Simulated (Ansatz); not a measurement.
## Anatase TiO₂ (metastable phase)

Method: LC-ωPBE in Ansatz (plane waves, PAW).

Settings: plane-wave cutoff 460 eV, 8×8×8 k mesh, Fermi–Dirac smearing 0.01 eV, no spin polarisation, scalar-relativistic PAW data made under PBE.

Cell (measured lattice):

```
CELL_PARAMETERS angstrom
     -1.89210    -1.89210     4.75730
      1.89210     1.89210     4.75730
     -1.89210     1.89210    -4.75730
ATOMIC_POSITIONS crystal
  Ti 0.75000 0.25000 0.50000
  Ti 0.00000 0.00000 0.00000
  O  0.54190 0.04190 0.50000
  O  0.79190 0.79190 0.00000
  O  0.20810 0.20810 0.00000
  O  0.95810 0.45810 0.50000
```

```
Item                                                                         Result
-------------------------------------------  --------------------------------------
band gap                                     8.94 eV (on the SCF k mesh) (indirect)
smallest direct gap on the k points sampled                                 9.23 eV
direct gap at Γ                                                             9.41 eV
```

Measured, for comparison: band gap 3.42 eV (low temperature, zero-point motion not removed, gap of extended states, from the Urbach tail; as tabulated in Kang and Hybertsen (2010), arXiv:1006.4085). Computed (rounded) less measured: band gap +5.52 eV.

Note: cell and atoms aren't relaxed at this level (largest force component 0.24 eV/Å, pressure -4.6 GPa).

The computed numbers hold no vibrational or temperature effects.

Ansatz is a quantum-chemistry and plane-wave program.
